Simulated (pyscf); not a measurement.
HN=B–OH + hydrogen (H₂) → HB=NH + water (H₂O), a four-centre exchange (singlet surface; B–O, H–H broken, B–H, H–O formed). Single points on ωB97X-D3(BJ)/def2-SVP structures (PySCF, gas phase). Energies in eV from the separated reactants.

Small-basis levels: PySCF, no dispersion term, spherical d functions. 

Q: Quick HF/3-21G single points give ΔE‡ = 3.19 eV and ΔE = +0.89 eV. What does ωB97M-D3(BJ)/def2-TZVP give, and how far is the quick result from it?

A: ωB97M-D3(BJ)/def2-TZVP gives ΔE‡ = 2.18 eV and ΔE = +0.55 eV. HF/3-21G lies 1.01 eV over it in the barrier and 0.34 eV over it in the reaction energy, so on this step it does not hold to within 0.13 eV. ωB97M-D3(BJ)/def2-TZVP has limits of its own. On the product side the descent ends in an adduct with a B–O contact, 0.05 eV over the separated species and 1.60 eV under the saddle at ωB97X-D3(BJ)/def2-TZVP. What is counted as broken (B–O) persists as a longer contact in the product adduct; parting that adduct is a step of its own. HN=B–OH lies 0.95 eV over its isomer H₂N–B=O (electronic energy, ωB97M-D3(BJ)/def2-TZVP). One saddle was located; it need not be the lowest between these sides.
